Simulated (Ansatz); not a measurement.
## How methods differ on AlO (oxoaluminum)

The species is AlO (2 atoms), meant as a doublet with charge 0. As SMILES, `[O]=[Al]`. The shape comes from GFN2-xTB, which is rough for such elements, and wasn't checked as a minimum.

```xyz
2

O     0.0000    0.0000    0.0000
Al    0.0000    0.0000    1.5700
```

Quantity: the energy change with the O1–Al2 bond stretched from 1.570 to 2.025 Å, in eV. The values are calculated.

```tsv
level	kind	program	value (eV)	CPU time (all runs)
UHF/6-31G	Hartree–Fock	Ansatz	-0.75	0.79 s
U-revPBE/6-31G	GGA	Ansatz	0.38	4.6 s
U-r2SCAN/6-31G	meta-GGA	Ansatz	0.45	12 s
UB3LYP/6-31G	global hybrid	Ansatz	0.19	3.7 s
U-wB97M-V/6-31G	range-separated hybrid	Ansatz	0.01	27 s
UHSE06/6-31G	range-separated hybrid	Ansatz	0.17	4.4 s
UB2PLYP/6-31G	double hybrid	Ansatz	0.22	5.1 s
UMP2/6-31G	perturbation theory	Ansatz	-0.77	1.4 s
UBCCD(T)/6-31G	coupled cluster or CI	Ansatz	0.14	2 s
```

The first shape isn't each level's own minimum. The values span -0.77 to 0.45 eV. Spin contamination of the reference (⟨S²⟩ at least 0.1 too high) touches UHF/6-31G, UMP2/6-31G, UBCCD(T)/6-31G. All rows use very small basis sets, so none should be taken for the real molecule's value. Times are those of the runs behind each value, whatever else they computed, on shared processors of several kinds: orders of magnitude only.
